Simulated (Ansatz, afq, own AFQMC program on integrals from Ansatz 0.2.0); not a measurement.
# Where AFQMC and coupled cluster stand for SiN⁺, singlet

```xyz
2

Si    0.0000    0.0000    0.0000
N     0.0000    0.0000    1.5638
```

Basis 6-31G. Noble-gas cores (and the filled d shells of Ga–Kr and In–Xe) are frozen. Integrals, coupled cluster, full CI and functionals: Ansatz 0.2.0; the random walks run on the same integrals in our own AFQMC program. The CISD trial takes its coefficients from CCSD amplitudes. Released means that phaseless walkers are propagated on without the constraint, phases kept. Uncertainties: one standard error, sampling alone.

Determinant: RHF, the one that the program's search chose, which needn't be the lowest solution. The geometry is a PBE0/def2-TZVP stationary point of this or a neighbouring charge and spin state.

Full CI on the same integrals is exact in this basis and with this determinant's frozen core.

Cautions: another spin lies lower; restricted determinant unstable towards unrestricted (UHF 2.20 eV lower, ⟨S²⟩ 1.18); the search met a lower determinant of the same kind, perhaps of another symmetry (261 meV lower), and this one is a saddle point; strong correlation (T1 0.119, weight of the determinant 0.65, largest double 0.24); (T) is large, 9 % of the CCSD correlation; (Q) is large, 117 meV, so the cluster series hasn't closed; the released energies are still falling, so no released level is given (meV from the phaseless value at times in 1/Eh: -26 ± 6 at 0.24, -51 ± 5 at 0.51, -77 ± 4 at 0.99, -111 ± 5 at 1.62, -129 ± 4 at 2.40); CCSDTQ on the UHF determinant differs (171 meV lower), perhaps since the unrestricted series falls towards higher spin.

- T1 diagnostic: 0.1192
- weight of the determinant in the CISD state: 0.647
- size of the correlated space: 8 electrons in 16 orbitals

```csv
level,correlation energy (eV)
MP2,-4.7158
CCSD,-5.9172
CCSD(T),-6.4453
```

Task: Estimate where full CI lies against CCSD(T) on the same integrals.

Result: 34.2 meV above CCSD(T).

Reference: full CI, correlation energy -6.411 eV. The cautions show a poor starting determinant, so the rows tell how each method copes with it here, and full CI is the sure value.

| level | E − E(reference) (meV) | share of correlation (%) |
| --- | --- | --- |
| CCSD(T) | -34.2 | 100.53 |
| CCSDT | 49.0 | 99.24 |
| CCSDT(Q) | -68.4 | 101.07 |
| CCSDTQ | 9.3 | 99.86 |
| ph-AFQMC/HF | 547.4 ± 37.2 | 91.46 |
| ph-AFQMC/CISD | 199.9 ± 5.8 | 96.88 |

CCSDT and higher add their correlation energy to the determinant of the CCSD(T) run, since their own runs factorise the integrals more tightly (a shift of under 2 meV). A walk keeps the symmetry of its determinant, which the program's search chose and which needn't be the lowest solution, so a lower state of the same spin and another symmetry isn't excluded.
